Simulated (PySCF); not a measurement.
# From HF to CCSD(T): MC along the third period

HF and CCSD(T) in PySCF with x2c-TZVPPall on every atom, spin-free X2C, for the lowest determinant that a PBE0 search found; no spin–orbit coupling.

```tsv
molecule	state (unpaired electrons)	HF Re (Å)	HF ωe (cm⁻¹)	HF De (eV)	CCSD(T) Re (Å)	CCSD(T) ωe (cm⁻¹)	CCSD(T) De (eV)
NaC	quartet (σ ↑, π ↑↑)	2.236	455	1.30	2.221	442	1.90
AlC	quartet (σ ↑, π ↑↑)	1.971	648	2.62	1.973	643	3.30
SiC	triplet (σ ↑, π ↑)	1.676	1107	2.35	1.730	955	4.17
CS	singlet (closed shell)	1.510	1425	4.22	?	?	?
```

(1) Estimate the CCSD(T) values of CS by adding the mean shift from HF to CCSD(T) of the other rows, and compare with the calculation.

(2) What are the mean differences of HF from CCSD(T) over the whole series?

In a basis of this size CCSD(T) is itself not converged; it tends to give bonds that are too long and too weak.

Correlated steps freeze the inner cores (2 to 6 orbitals); shallow outer-core shells are correlated. UHF and ROHF references stand side by side, which adds small steps between rows. Where the molecule has an RHF reference, its open-shell atoms are computed with UHF. The CCSD T1 diagnostic is raised in AlC, CS, SiC, a sign that a single reference may not be enough there. UHF is strongly spin-contaminated for SiC, so the ROHF reference used there is far from stable. States were picked by a PBE0 search and need not be the measured ground states.

## Answers

(1) The mean shifts are +1.4 pm, -57 cm⁻¹ and +1.03 eV, which give 1.524 Å, 1368 cm⁻¹ and 5.25 eV. CCSD(T)/x2c-TZVPPall gives Re = 1.543 Å, ωe = 1278 cm⁻¹, De = 7.12 eV.

(2) Re -1.8 pm, ωe +79 cm⁻¹, De -1.50 eV.
